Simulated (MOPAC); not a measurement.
MOPAC input (PM7):

```
PM7 1SCF GEO-OK AUX(PRECISION=9) THREADS=1
F4Si

Si   -0.00000000 1    0.00000000 1   -0.00000000 1
F     0.90266225 1    0.93537042 1    0.87570553 1
F    -0.88062488 1   -0.89967856 1    0.93362490 1
F    -0.92886782 1    0.87391074 1   -0.91107724 1
F     0.90683044 1   -0.90960260 1   -0.89825319 1
```

Output:

```
 *******************************************************************************
 **                                                                           **
 **                              MOPAC v23.2.5                                **
 **                                                                           **
 *******************************************************************************
 ** MOPAC's Digital Object Identifier: https://doi.org/10.5281/zenodo.6511958 **
 **                                                                           **
 ** Please cite the open-source release paper for use of this MOPAC version:  **
 ** J. E. Moussa and J. J. P. Stewart (2026)                                  **
 ** MOPAC: An open-source semiempirical molecular orbital program             **
 ** J. Open Source Softw., 11(119), 8025, https://doi.org/10.21105/joss.08025 **
 *******************************************************************************

                              PM7 CALCULATION RESULTS

 *******************************************************************************
 *  PM7        - The PM7 Hamiltonian to be used
 *  GEO-OK     - OVERRIDE INTERATOMIC DISTANCE AND OTHER SAFETY CHECKS
 *  1SCF       - DO 1 SCF AND THEN STOP
 *  AUX        - OUTPUT AUXILIARY INFORMATION
 *******************************************************************************
PM7 1SCF GEO-OK AUX(PRECISION=9) THREADS=1
 F4Si

   ATOM   CHEMICAL          X               Y               Z
  NUMBER   SYMBOL      (ANGSTROMS)     (ANGSTROMS)     (ANGSTROMS)

     1      Si         -0.00000000  *   0.00000000  *  -0.00000000  *
     2       F          0.90266225  *   0.93537042  *   0.87570553  *
     3       F         -0.88062488  *  -0.89967856  *   0.93362490  *
     4       F         -0.92886782  *   0.87391074  *  -0.91107724  *
     5       F          0.90683044  *  -0.90960260  *  -0.89825319  *

          CARTESIAN COORDINATES

    NO.       ATOM           X           Y           Z

     1        Si         -0.0000      0.0000     -0.0000
     2         F          0.9027      0.9354      0.8757
     3         F         -0.8806     -0.8997      0.9336
     4         F         -0.9289      0.8739     -0.9111
     5         F          0.9068     -0.9096     -0.8983

 General Reference for PM7:
 "Optimization of Parameters for Semiempirical Methods VI: More Modifications to the
 NDDO Approximations and Re-optimization of Parameters", J. J. P. Stewart, J. Mol. Mod., 1:32, 19 (2013)
 https://link.springer.com/article/10.1007/s00894-012-1667-x

           Empirical Formula: Si F4  =     5 atoms

      MOLECULAR POINT GROUP   :   Td

      RHF CALCULATION, NO. OF DOUBLY OCCUPIED LEVELS = 16

 -------------------------------------------------------------------------------
 PM7 1SCF GEO-OK AUX(PRECISION=9) THREADS=1
 F4Si

     1SCF WAS SPECIFIED, SO BFGS WAS NOT USED
     SCF FIELD WAS ACHIEVED

                              PM7 CALCULATION
                                                       MOPAC v23.2.5 Linux

          FINAL HEAT OF FORMATION =       -364.76933 KCAL/MOL =   -1526.19489 KJ/MOL

          COSMO AREA              =         96.47 SQUARE ANGSTROMS
          COSMO VOLUME            =         82.58 CUBIC ANGSTROMS

          IONIZATION POTENTIAL    =         15.696124 EV
          HOMO LUMO ENERGIES (EV) =        -15.696 -0.783
          NO. OF FILLED LEVELS    =         16
          MOLECULAR WEIGHT        =        104.0791         POINT GROUP:  Td

          MOLECULAR DIMENSIONS (Angstroms)

            Atom       Atom       Distance
            F     3    F     2     2.55947
            F     4    F     5     2.55947
            F     2    F     4     1.80982

          SCF CALCULATIONS        =          1

   ATOM   CHEMICAL          X               Y               Z
  NUMBER   SYMBOL      (ANGSTROMS)     (ANGSTROMS)     (ANGSTROMS)

     1      Si         -0.00000000  *   0.00000000  *  -0.00000000  *
     2       F          0.90266225  *   0.93537042  *   0.87570553  *
     3       F         -0.88062488  *  -0.89967856  *   0.93362490  *
     4       F         -0.92886782  *   0.87391074  *  -0.91107724  *
     5       F          0.90683044  *  -0.90960260  *  -0.89825319  *

                             CARTESIAN COORDINATES

   1   Si       -0.000000000     0.000000000    -0.000000000
   2    F        0.902662250     0.935370420     0.875705530
   3    F       -0.880624880    -0.899678560     0.933624900
   4    F       -0.928867820     0.873910740    -0.911077240
   5    F        0.906830440    -0.909602600    -0.898253190

           Empirical Formula: Si F4  =     5 atoms

      MOLECULAR POINT GROUP   :   Td

                  EIGENVALUES
 -42.32006 -42.32006 -42.32006 -41.86114 -18.55076 -18.55076 -18.55076 -17.83148
 -17.46443 -17.46443 -16.13213 -16.13213 -16.13213 -15.69612 -15.69612 -15.69612
  -0.78326  -0.78326  -0.78326   2.29291  21.78876  21.78876  22.69402  22.69402
  22.69402

              NET ATOMIC CHARGES AND DIPOLE CONTRIBUTIONS

  ATOM NO.   TYPE          CHARGE      No. of ELECS.   s-Pop       p-Pop       d-Pop
    1         Si           0.827229        3.1728     0.65762     2.10418     0.41097
    2          F          -0.206807        7.2068     1.92200     5.28480
    3          F          -0.206807        7.2068     1.92200     5.28480
    4          F          -0.206807        7.2068     1.92200     5.28480
    5          F          -0.206807        7.2068     1.92200     5.28480
 DIPOLE           X         Y         Z       TOTAL
 POINT-CHG.     0.000    -0.000    -0.000     0.000
 HYBRID         0.000     0.000     0.000     0.000
 SUM            0.000    -0.000    -0.000     0.000

          ATOMIC ORBITAL ELECTRON POPULATIONS

     Atom    s        px        py        pz      x^2-y^2     xz        z^2       yz        xy
    1 Si   0.65762   0.70139   0.70139   0.70139   0.07559   0.08660   0.07559   0.08659   0.08660
    2  F   1.92200   1.76240   1.75057   1.77184
    3  F   1.92200   1.77014   1.76346   1.75121
    4  F   1.92200   1.75295   1.77245   1.75940
    5  F   1.92200   1.76092   1.75992   1.76396

 **********************
 *                    *
 * JOB ENDED NORMALLY *
 *                    *
 **********************

 == MOPAC DONE ==
```
